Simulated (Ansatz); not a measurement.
One elementary step

Start structure (C₂H₅F, singlet), relaxed at PBE0-D4/def2-TZVP:

F1  (-1.376, -1.039, -0.302)
C2  (-0.052, -0.635, -0.368)
H3  (0.555, -1.433, 0.069)
H4  (0.207, -0.537, -1.427)
C5  (0.128, 0.664, 0.368)
H6  (1.173, 0.980, 0.314)
H7  (-0.491, 1.447, -0.073)
H8  (-0.144, 0.554, 1.419)
(Å)

The step: C₂H₅F (CCF) → C₂H₄ (C=C) + HF; bonds formed: F1–H8; bonds broken: F1–C2, C5–H8. Ansatz 0.2.0; basis: def2-TZVPP and def2-QZVPP; cores frozen in the correlated methods. Extrapolation: Hartree–Fock as exp(−7.88 √X), correlation as X^−2.97. Energies below are by CCSD(T) at an estimated basis limit (MP2 extrapolated from triple and quadruple zeta, plus CCSD(T) − MP2 in triple zeta).

What are the electronic barrier and the energy of the step, from the start structure to the end structure? (Judge from chemistry; the value comes from the calculation.)

By the calculation: Barrier 2.733 eV; step energy 0.475 eV (uphill); reverse barrier, their difference, 2.258 eV. Barrier and step energy count from the start structure, the reverse barrier from the end structure.

The saddle point: One imaginary mode of 1736i cm⁻¹.
```json
{"pair": "F1–H8", "start (Å)": "2.65", "saddle (Å)": "1.28", "end (Å)": "0.93"}
{"pair": "F1–C2", "start (Å)": "1.39", "saddle (Å)": "1.89", "end (Å)": "3.10"}
{"pair": "C5–H8", "start (Å)": "1.09", "saddle (Å)": "1.33", "end (Å)": "2.20"}
```

Zero-point energy (harmonic, PBE0-D4): ZPE is 1.852 eV at the start and 1.649 eV at the saddle, so the barrier goes from 2.733 to 2.530 eV.

First-order rate constant out of the start structure at 498 K by transition-state theory, with harmonic vibrational free energies alone and no tunnelling: ΔA‡ = 2.539 eV, so k = (kB T/h) exp(−ΔA‡/kB T) ≈ 10^-13 s⁻¹ (an order of magnitude at best: rotation, the number of equivalent paths and anharmonicity are left out).

No T1 diagnostic of these runs exceeds 0.021.

For scale, one of the runs: CCSD(T)/def2-TZVPP, 163 basis functions, launched by `ansatz run in.yaml --threads 2 --pin off --events-out ev --progress --plain --max-ram 4352MiB`. The run took 9.5 s on 2 CPU threads of an Intel Xeon 6975P-C (shared host), with 1.4 GiB of host memory at its peak.
